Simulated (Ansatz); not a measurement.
**CuF2 (P4_2/mnm)**

Computed with Ansatz, DFT PBEsol, scalar-relativistic, plane waves, PAW.

Settings: cutoff 420 eV, Γ-centred mesh 12×8×8 on the computed 6-atom cell, Gaussian smearing of 0.10 eV; collinear spin from starting moments 0.81 0.81 0.15 0.15 0.15 0.15 μB.

The structure is relaxed at this level of theory with its symmetry kept. Whether it is the stable form of this composition wasn't checked.

```
Cu F
1.0
     3.08803    0.00000   -0.17157
     0.00000    4.66021    0.00000
    -2.82774    0.00000    4.82431
Cu F
2 4
Direct
  0.00000 0.00000 0.00000
  0.00000 0.50000 0.50000
  0.30468 0.30466 0.30468
  0.69532 0.80466 0.19532
  0.69532 0.69534 0.69532
  0.30468 0.19534 0.80468
```

**Question.** Formation energy from the elements' standard states (uncorrected)?

**Answer.** -1.473 eV/atom.

**Question.** Density of states at the Fermi level?

**Answer.** 2.47 states/eV per cell.

**Question.** Löwdin character within 0.5 eV of the Fermi level?

**Answer.** Cu 3d 72 %, F 2p 25 %.

**Question.** Bader charges (e)?

**Answer.** Cu (2 in the cell) 1.33, F (4 in the cell) -0.66.

**Question.** Total moment?

**Answer.** 2.00 μB per cell.

**Question.** Site moments (μB; atoms counted from 1 over the whole cell)?

**Answer.** Cu (atom 1) 0.73, Cu (atom 2) 0.73, F (atom 3) 0.13, F (atom 4) 0.13, F (atom 5) 0.13, F (atom 6) 0.13.

Only this magnetic start was tried.

Cost: 1 run of about 6.1 core-minutes, on Intel Xeon Platinum 8259CL (Skylake/Cascade Lake) (shared hosts).